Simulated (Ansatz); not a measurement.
# O₂S, SMILES O=S=O: an active-space calculation

With Ansatz's Python interface.

Typed at the interpreter:
```pycon
>>> import ansatz as az
>>> mol = (
...     az.Crystal.molecule()
...     .atom('O', (-0.97025, 0.62965, -0.45905))
...     .atom('S', (0.28003, 0.37141, 0.19409))
...     .atom('O', (0.69022, -1.00106, 0.26496))
... )
>>> job = mol.calculation()
>>> job = job.basis(gaussian='cc-pVDZ')
>>> job = job.correlation(active_electrons=4, active_orbitals=5)
>>> for method in [None]:
...     r = (job if method is None else job.correlation(method)).run().report
...     space = r['configurations']
...     state = space['states'][0]
...     print(method or 'casscf', f'total {r["free_energy_ev"] / 27.211386246:.6f} Ha, active-space state {state["energy"]["hartree"]:.6f} Ha, mean field {r["reference_energy_ev"] / 27.211386246:.6f} Ha')
...     print('  determinants', state['n_determinants'], ' natural occupations', [round(n, 3) for n in space['natural_occupations']])
...
casscf total -547.250281 Ha, active-space state -547.250281 Ha, mean field -547.179179 Ha
  determinants 100  natural occupations [1.974, 1.94, 0.06, 0.025, 0.001]
```

What to keep in mind:
- Total energies depend on the basis set; only differences at equal settings carry meaning.
- The geometry is a force-field or estimated start, not a minimum of this method, and the basis set is short of its limit. The active space starts as a window about the frontier orbitals and is then optimised, not chosen by chemistry.
- Wall time of the script: 2.6 s on 1 thread of Arm Neoverse V2, with other jobs on the host, peak memory 0.15 GiB.
